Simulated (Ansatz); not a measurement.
Ansatz (a first-principles code) input (B3LYP/STO-3G):

Ansatz 0.2 input:
```yaml
crystal:
  periodic: [false, false, false]
  atoms:
    - {symbol: C, position_ang: [-0.62771000, 0.13746760, -0.11720572]}
    - {symbol: C, position_ang: [0.57033210, -0.02366363, 0.31751486]}
    - {symbol: H, position_ang: [-1.11372761, -0.16846940, -1.06751401]}
    - {symbol: H, position_ang: [1.45799498, -0.51435441, -0.13434084]}
basis:
  gaussian:
    orbitals: STO-3G
hamiltonian:
  xc: {name: B3LYP}
total_charge: -1
magnetization: {spin_polarized: true, initial_magnetization: 1}
output: {forces: true}
```

Output:

```
WARN ansatz: RAYON_NUM_THREADS=1 ignored (pool sized by the plan → 1); use --threads N
Functional definition: B3LYP
integrals: 0.00 GiB planned
159 factors; integrals over basis functions are off by at most 2.1e-5 eV
mean field: 0.06 GiB planned
mean field evaluation 1: about -2071.3066 eV, gradient 2.8e0 eV
mean field evaluation 2: about -2071.4155 eV, gradient 5.9e-1 eV
mean field evaluation 4: about -2071.3773 eV, gradient 2.4e-1 eV
mean field evaluation 8: about -2071.3778 eV, gradient 6.6e-4 eV
mean field -2071.37781553 eV, -76.1217306903 hartree, gradient 4.2e-5 eV, S^2 0.751459; 0 other end points of the search recorded, 0 dependent functions left out
the calculation of the forces begins
reference -2071.37792376 eV, -76.1217346676 hartree; 8, 7 occupied and 4, 5 virtual orbitals, 159 factors
Total energy: -2071.37792376 eV, -76.1217346676 hartree
Atom 0 at    -0.627710     0.137468    -0.117206 Å, force     0.561811     0.174155     0.724369 eV/Å
Atom 1 at     0.570332    -0.023664     0.317515 Å, force    -0.831932     0.361607     0.218637 eV/Å
Atom 2 at    -1.113728    -0.168469    -1.067514 Å, force    -0.179545    -0.225568    -0.585661 eV/Å
Atom 3 at     1.457995    -0.514354    -0.134341 Å, force     0.449666    -0.310194    -0.357346 eV/Å
Dipole moment:     0.060113    -0.119228    -0.209857 e Å
```

The dipole moment of an ion depends on the origin.
